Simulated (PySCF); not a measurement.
MgF2 (singlet). All numbers come from PySCF, PBE0, basis Mg def2-TZVP, F def2-TZVP (no relativity, density fitting).

Harmonic bands of its minimum:

```tsv
ω (cm⁻¹)	IR (km/mol, summed over degenerate members)	degeneracy
157	273	2
564	0.0	1
882	156	1
```

The central atom is Mg. Infer the point group and assign the bands.

D∞h. The modes span πu + σg+ + σu+: 157 πu, 564 σg+, 882 σu+. The computed geometry has Mg–F 1.746 Å (×2); F–Mg–F 180.0°.
